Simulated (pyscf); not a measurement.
## Concerted two-bond exchange: HN=SiH₂ + ammonia (NH₃) -> H₂N–SiH: [singlet] + ammonia (NH₃)

Gas phase, singlet surface, charge 0. Bonds broken: Si2–H4, N6–H7. Bonds formed: N1–H7, H4–N6. PySCF, gas phase, ωB97X-D3(BJ)/def2-SVP geometries. MP2 and CC: frozen core, UHF for open shells. ΔMP2 is the change of the MP2 total energy from the triple- to the quadruple-zeta basis.

Transition state (Å):

```xyz
9

N     -0.2456    -1.1183     0.0855
Si    -1.6313    -0.4626     0.6780
H      0.1009    -2.0322     0.3753
H     -1.3704     0.9774    -0.3458
H     -2.4019    -1.2838     1.6999
N     -0.3885     1.2589    -1.2008
H      0.0719     0.3296    -0.9825
H     -0.6659     1.3236    -2.1798
H      0.2052     2.0462    -0.9415
```

One imaginary mode, 1262i cm⁻¹; descent along it reached the two sides named, in the forms told below.

```
bond    change  reactant side (Å)  saddle  product side
------  ------  -----------------  ------  ------------
Si2–H4  breaks              1.475   1.786           3.3
N6–H7   breaks              1.026   1.060         2.049
N1–H7    forms              2.157   1.827         1.027
H4–N6    forms                2.9   1.332         1.022
```

Electronic energies relative to the separated reactants (eV):

```tsv
level	barrier	reaction energy	reverse barrier
ωB97X-D3(BJ)/def2-TZVP	1.05	-0.70	1.76
PBE/def2-TZVP	0.68	-0.65	1.33
r²SCAN/def2-TZVP	0.84	-0.58	1.42
B3LYP-D3(BJ)/def2-TZVP	0.93	-0.69	1.62
PBE0-D3(BJ)/def2-TZVP	0.79	-0.73	1.53
M06-2X/def2-TZVP	1.01	-0.81	1.81
ωB97M-D3(BJ)/def2-TZVP	1.03	-0.79	1.82
HF/def2-TZVP	1.79	-0.87	2.66
MP2/def2-QZVPP	1.11	-0.54	1.65
CCSD/def2-TZVPP	1.25	-0.76	2.01
CCSD(T)/def2-TZVPP	1.13	-0.69	1.82
CCSD(T)/def2-TZVPP + ΔMP2(QZVPP)	1.13	-0.67	1.80
```

With CCSD(T)/def2-TZVPP + ΔMP2(QZVPP) energies and thermal terms (ideal gas, 1 atm, RRHO with modes under 100 cm⁻¹ raised to 100, one conformer, R ln 2 for chiral ones without a mode under 150 cm⁻¹), in eV:

```
T (K)   ΔH‡   ΔG‡     ΔH     ΔG
-----  ----  ----  -----  -----
298    1.12  1.58  -0.57  -0.57
600    1.13  2.04  -0.58  -0.56
900    1.15  2.49  -0.59  -0.56
1200   1.18  2.93  -0.59  -0.54
```

On the reactant side the descent ends in a complex, 0.22 eV under the separated species and 1.27 eV under the saddle at ωB97X-D3(BJ)/def2-TZVP. On the product side the descent ends in a complex, 0.27 eV under the separated species and 2.02 eV under the saddle at ωB97X-D3(BJ)/def2-TZVP. The reactants may also form a dative adduct at HN=SiH₂; it and routes through it were not searched. The same reactants have a lower exit, to H₂N–SiH₂–NH₂ (barrier -0.67 eV at ωB97M-D3(BJ), against +1.03 eV here). This is the saddle that the search found; another between the same sides may lie lower. The CCSD(T) − MP2 part came from Ansatz, without density fitting, on the same reference.
